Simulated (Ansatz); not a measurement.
A made-up structure of CH3NNa, doublet:

C1  (-0.351, 0.399, -0.238)
N2  (0.282, -0.775, 0.196)
Na3  (1.651, -1.902, 1.286)
H4  (-1.403, 0.252, -0.560)
H5  (0.168, 0.765, -1.146)
H6  (-0.291, -1.159, 0.947)
(Å)

It is relaxed with PBE-D4/def2-SVP and then PBE0-D4/def2-TZVP (Ansatz 0.2.0). Atoms count as bonded within 1.22 times the sum of their covalent radii (H–H: 0.88 Å). The end point is not checked to be a true minimum.

Task: Does its bonding change? (A judgement: the text doesn't fix the answer.)

Result: Computed: Yes. Formed: none; broken: Na3–H6.

Where it ends: The first stage lowers the energy by 1.21 eV in 9 steps. It ends as CH₃NNa ([CH2][NH][Na]):
| atom | x (Å) | y (Å) | z (Å) |
| --- | --- | --- | --- |
| C1 | -0.3385 | 0.1348 | -0.3631 |
| N2 | -0.0676 | -0.8164 | 0.4214 |
| Na3 | 2.2467 | -1.6131 | 1.0862 |
| H4 | -1.3537 | 0.4439 | -0.6242 |
| H5 | 0.4799 | 0.6941 | -0.8183 |
| H6 | -0.9107 | -1.2627 | 0.7828 |

Labels in which every atom is bracketed show which atoms are joined, not bond orders.

For scale, one of the runs: PBE0-D4/def2-TZVP relaxation, 112 basis functions, launched by `ansatz run in.yaml --threads 2 --pin off --events-out ev --progress --plain --max-ram 4352MiB`. The run took about 21 s on 2 CPU threads of an Intel Xeon 6975P-C (shared host).
